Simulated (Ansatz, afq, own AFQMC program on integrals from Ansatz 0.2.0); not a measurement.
Where AFQMC and coupled cluster stand for AlGeH$_{2}$, quartet

```yaml
atoms:
  - { symbol: Ge, position_ang: [0.0000, 0.0000, 0.6808] }
  - { symbol: Al, position_ang: [0.0000, 0.0000, -1.9502] }
  - { symbol: H, position_ang: [0.0000, -1.2613, 1.5705] }
  - { symbol: H, position_ang: [0.0000, 1.2613, 1.5705] }
```

Connectivity, by distances: GeH2–Al.

Basis cc-pVDZ. Noble-gas cores (and the filled d shells of Ga–Kr and In–Xe) are frozen. AFQMC by an in-house program on the Cholesky factors that Ansatz 0.2.0 writes for its CCSD(T) run. The CISD trial takes its coefficients from CCSD amplitudes. Released means that phaseless walkers are propagated on without the constraint, phases kept. Free projection: walkers drawn from exp(T), propagated without any constraint. Its projection time is finite, and what remains of the start isn't in its error. Error bars are statistical, one sigma. No spin–orbit coupling.

Determinant: UHF, the one that the program's search chose, which needn't be the lowest solution. The geometry is a point of a scan.

No full CI on the walks' own integrals is used here; CCSDT(Q) serves as the reference and is uncertain by about the last step of the cluster series.

Cautions: no relativity below Rb; no spin-orbit coupling; inner d shell frozen; lower spins were not checked.

```
T1 diagnostic                               : 0.0330
weight of the determinant in the CISD state : 0.871
⟨S²⟩ of the determinant                     : 3.778
size of the correlated space                : 9 electrons in 36 orbitals
```

(1) Estimate: order these by the size of their error in total energy against CCSDT(Q), smallest first.
A. CCSD
B. MP2
C. phaseless AFQMC with the Hartree–Fock trial
D. CCSDT

(1) D (0.29 mEh), C (2.58 ± 0.86 mEh), A (6.59 mEh), B (39.81 mEh).

Reference: CCSDT(Q), correlation energy -4.056 eV.

A walk keeps the symmetry of its determinant, which the program's search chose and which needn't be the lowest solution, so a lower state of the same spin and another symmetry isn't excluded.
